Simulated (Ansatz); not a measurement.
The reference is Ge in the diamond structure (space group Fd-3m, No. 227).

```yaml
crystal:
  lattice:
    - [0.00000, 2.88084, 2.88084]
    - [2.88084, 0.00000, 2.88084]
    - [2.88084, 2.88084, 0.00000]
  atoms:
    - { symbol: Ge, position: [0.50000, 0.50000, 0.50000] }
    - { symbol: Ge, position: [0.75000, 0.75000, 0.75000] }
```

The values are results of DFT with PBE, PAW potentials and a 420 eV plane-wave cutoff in Ansatz (a program for electronic structure), no SOC, not measurements.

It is then changed as follows: full substitution Ge → C; the structure is relaxed again.

Measured lattice parameter a: Ge 5.644 Å (static lattice; corrected from measurement; as listed in Daniel Mejia-Rodriguez, S. B. Trickey, Phys. Rev. B (2018)); C 3.553 Å (static lattice; corrected from measurement; as listed in Daniel Mejia-Rodriguez, S. B. Trickey, Phys. Rev. B (2018)).

Problem. How well does PBE reproduce the measured shift?

Solution. With PBE the lattice parameter a moves by -2.190 Å (5.762 → 3.572) against -2.091 Å measured.

Stability against distortions was not tested.
